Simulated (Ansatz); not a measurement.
**Basis or method: C–H bond energy of CH₄**

CH4, singlet; coordinates (Å): C 0.000 0.000 0.000; H 0.628 0.630 0.629; H -0.632 -0.627 0.629; H -0.627 0.628 -0.632; H 0.630 -0.631 -0.626. Quantity: C–H bond energy, to CH3 (doublet) + H.

Ansatz 0.2.0, basis 6-31G or cc-pVDZ or cc-pVTZ; geometries are PBE0/def2-TZVP minima. Wave-function levels freeze the cores; HF, MP2 and coupled cluster are restricted for singlets and unrestricted otherwise, atoms included (their steps beyond CCSDT(Q) come from restricted open-shell runs), Kohn–Sham unrestricted where that lies lower. NEVPT2 stands on CASSCF in the full valence space. The reference is CCSDT(Q) or full CI (coupled cluster only where its series has nearly closed). Semilocal and hybrid functionals correlate all electrons outside any core potential and usually lie nearer their basis limit than the reference, so part of their error here is the reference's basis and frozen-core error; RPA and the MP2 part of double hybrids freeze the same cores as the reference. None of these values is a measured one. Energies are electronic, without zero-point terms. No spin–orbit coupling and no scalar relativity. The species are chosen: bound, without strong static correlation by their natural occupations or amplitudes, in their lowest spin state as far as vertical gaps and like structures tell, and with a ladder that closes on the reference, so errors are smaller than for species at large; levels whose determinant breaks symmetry or spin markedly are left out.

```
    level   6-31G (kJ/mol)  cc-pVDZ (kJ/mol)  cc-pVTZ (kJ/mol)
reference  420.9 (full CI)   451.5 (full CI)  465.4 (CCSDT(Q))
      MP2            416.8             446.8             462.6
  CCSD(T)            420.9             451.4             465.5
   NEVPT2            419.9             439.3             450.7
      PBE            469.9             460.0             462.3
   r2SCAN            458.2             449.9             452.2
    B3LYP            470.4             462.0             465.8
  wB97M-V            482.3             474.5             472.7
```

From 6-31G to cc-pVTZ the reference moves by 44.5 kJ/mol and PBE by -7.6; the step from CCSD(T) to the reference is 0.0 in the first and -0.1 in the last.
